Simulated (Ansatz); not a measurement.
**C₂H₅N (SMILES CC=N): functionals against CCSD(T) at one geometry**

How do the functionals fare away from a minimum? The structure is a structure displaced at random from a GFN2-xTB minimum.

Program: Ansatz 0.2.0, Gaussian basis. Level of theory: single points in def2-TZVPP. These are calculated values, not measurements.

Cores are frozen in the correlated methods.

## Step 1: Where the work starts

SMILES `CC=N`, 8 atoms, charge 0, spin multiplicity 1.

Atoms are counted from 1 here; the program's logs count them from 0.

Bond lengths: C1–C2 1.462 Å, C1–H4 1.351 Å, C1–H5 1.266 Å, C1–H6 1.158 Å, C2–N3 1.226 Å, C2–H7 1.206 Å, N3–H8 0.973 Å. Angles: C2–C1–H4 104.5°, C2–C1–H5 93.2°, C2–C1–H6 134.4°, H4–C1–H5 109.6°, H4–C1–H6 112.2°, H5–C1–H6 99.0°, C1–C2–N3 138.1°, C1–C2–H7 91.2°, N3–C2–H7 117.3°, C2–N3–H8 98.8°.

As a file:

```
C    -0.38510    0.75380   -0.26350
C     0.41560   -0.23580    0.45630
N     0.81680   -1.38190    0.28750
H    -0.27770    0.39500   -1.56130
H    -1.47580    0.31720    0.20820
H    -0.57530    1.88870   -0.13680
H     1.23430    0.60060    0.74790
H     0.08450   -1.71650   -0.25830
```

## Step 2: CCSD(T)/def2-TZVPP

The input, run/in.yaml:

```yaml
crystal:
  periodic: [false, false, false]
  atoms:
    - {symbol: C, position_ang: [-0.385100, 0.753800, -0.263500]}
    - {symbol: C, position_ang: [0.415600, -0.235800, 0.456300]}
    - {symbol: N, position_ang: [0.816800, -1.381900, 0.287500]}
    - {symbol: H, position_ang: [-0.277700, 0.395000, -1.561300]}
    - {symbol: H, position_ang: [-1.475800, 0.317200, 0.208200]}
    - {symbol: H, position_ang: [-0.575300, 1.888700, -0.136800]}
    - {symbol: H, position_ang: [1.234300, 0.600600, 0.747900]}
    - {symbol: H, position_ang: [0.084500, -1.716500, -0.258300]}
basis:
  gaussian: {orbitals: def2-TZVPP}
correlation: {method: ccsd_t}
output: {forces: true}
```

Started as:

```
ansatz run in.yaml --threads 4 --pin off --events-out ev --progress --plain --max-ram 5222MiB
```

## Step 3: PBE0-D4/def2-TZVPP

Changes to run/in.yaml since step 2:

```diff
@@ -13,3 +13,3 @@
   gaussian: {orbitals: def2-TZVPP}
-correlation: {method: ccsd_t}
-output: {forces: true}
+hamiltonian: {xc: pbe0, dispersion: d4}
+output: {forces: true, orbitals: {seedname: orbitals}}
```

## Step 4: wB97M-V/def2-TZVPP

Changes to run/in.yaml since step 3:

```diff
@@ -13,3 +13,3 @@
   gaussian: {orbitals: def2-TZVPP}
-hamiltonian: {xc: pbe0, dispersion: d4}
-output: {forces: true, orbitals: {seedname: orbitals}}
+hamiltonian: {xc: {name: wB97M-V}}
+output: {forces: true}
```

## Step 5: r2SCAN-D4/def2-TZVPP

Changes to run/in.yaml since step 4:

```diff
@@ -13,3 +13,3 @@
   gaussian: {orbitals: def2-TZVPP}
-hamiltonian: {xc: {name: wB97M-V}}
+hamiltonian: {xc: r2scan, dispersion: d4}
 output: {forces: true}
```

## Step 6: PBE-D4/def2-TZVPP

Changes to run/in.yaml since step 5:

```diff
@@ -13,3 +13,3 @@
   gaussian: {orbitals: def2-TZVPP}
-hamiltonian: {xc: r2scan, dispersion: d4}
+hamiltonian: {xc: pbe, dispersion: d4}
 output: {forces: true}
```

## Step 7: SPW92/def2-TZVPP

Changes to run/in.yaml since step 6:

```diff
@@ -13,3 +13,3 @@
   gaussian: {orbitals: def2-TZVPP}
-hamiltonian: {xc: pbe, dispersion: d4}
+hamiltonian: {xc: lda}
 output: {forces: true}
```

## Step 8: BHLYP-D4/def2-TZVPP

Changes to run/in.yaml since step 7:

```diff
@@ -13,3 +13,3 @@
   gaussian: {orbitals: def2-TZVPP}
-hamiltonian: {xc: lda}
+hamiltonian: {xc: {name: BHLYP}, dispersion: d4}
 output: {forces: true}
```

(Steps that only read results are left out.)

What does the calculation give? Wanted: energy less free atoms, CCSD(T)/def2-TZVPP; RMS force component; RMS force error; HOMO and LUMO, PBE0-D4; T1 diagnostic.

**Answer**, as computed:

| quantity | value |
| --- | --- |
| energy less free atoms, CCSD(T)/def2-TZVPP | -2685.0 kJ/mol |
| RMS force component | 2.862 to 3.178 eV/Å over the methods |
| RMS force error | PBE0-D4 0.283, wB97M-V 0.267, r2SCAN-D4 0.233, PBE-D4 0.290, SPW92 0.462, BHLYP-D4 0.513 eV/Å |
| HOMO and LUMO, PBE0-D4 | -7.28 and -0.89 eV |
| T1 diagnostic | 0.013 |

Against CCSD(T) the functionals' energies less atoms differ by -560.7 to +24.1 kJ/mol, PBE-D4 by -192.2 kJ/mol. The reference is not at the basis limit: in triple zeta CCSD(T) underbinds, which counts against methods that bind more; the gaps are no ranking. The forces of r2SCAN-D4 come nearest to CCSD(T), those of BHLYP-D4 are farthest. Frozen-core CCSD(T) forces in triple zeta carry basis errors of their own, and this is one geometry, so small gaps rank nothing.
